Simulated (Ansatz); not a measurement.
Which is lower?

Two relaxed structures of C₂H₄N (charge +1), singlet (PBE0-D4/def2-TZVP; forces vanish, vibrations not checked).

A:

| atom | x (Å) | y (Å) | z (Å) |
| --- | --- | --- | --- |
| C1 | -1.0319 | 0.3317 | -0.6459 |
| C2 | 0.0128 | -0.0043 | 0.0079 |
| N3 | 1.0364 | -0.3332 | 0.6488 |
| H4 | -1.8356 | -0.3858 | -0.8015 |
| H5 | -1.1246 | 1.3375 | -1.0516 |
| H6 | 1.0938 | -0.2099 | 1.6594 |
| H7 | 1.8491 | -0.7361 | 0.1829 |

B:

```json
{"atom": "C1", "x (Å)": "-1.1272", "y (Å)": "0.3552", "z (Å)": "-0.3770"}
{"atom": "C2", "x (Å)": "0.1861", "y (Å)": "-0.1189", "z (Å)": "-0.0806"}
{"atom": "N3", "x (Å)": "1.2322", "y (Å)": "-0.4972", "z (Å)": "0.1557"}
{"atom": "H4", "x (Å)": "-1.6858", "y (Å)": "-0.4371", "z (Å)": "-0.8851"}
{"atom": "H5", "x (Å)": "-1.0510", "y (Å)": "1.2333", "z (Å)": "-1.0260"}
{"atom": "H6", "x (Å)": "-1.6282", "y (Å)": "0.6245", "z (Å)": "0.5581"}
{"atom": "H7", "x (Å)": "2.1606", "y (Å)": "-0.8308", "z (Å)": "0.3660"}
```

Program: Ansatz 0.2.0. Basis: def2-TZVPP. Cores are frozen in the correlated methods. B3LYP uses VWN-RPA correlation.

(1) Which structure is lower at CCSD(T), and by how much? (To be estimated.)

No T1 diagnostic of these runs exceeds 0.016.

Results:

(1) By the calculation: B, by 15.35 kcal/mol (electronic energy, against the other). By their contacts, A is C₂H₄N ([CH2][C][NH2]), total charge +1 and B is C₂H₄N ([CH3][C][NH]), total charge +1.

All methods give the same order:

```tsv
method	E(B) − E(A) (kcal/mol)
PBE-D4	-11.04
r2SCAN-D4	-12.01
PBE0-D4	-11.89
B3LYP-D4	-11.75
wB97M-V	-12.82
HF	-14.45
MP2	-19.37
CCSD	-15.23
CCSD(T)	-15.35
```

Labels in which every atom is bracketed show which atoms are joined, not bond orders.

For scale, one of the runs: CCSD(T)/def2-TZVPP, 149 basis functions, launched by `ansatz run in.yaml --threads 2 --pin off --events-out ev --progress --plain --max-ram 4352MiB`. The run took 12 s on 2 CPU threads of an Arm Neoverse V1 (shared host), with 0.96 GiB of host memory at its peak.
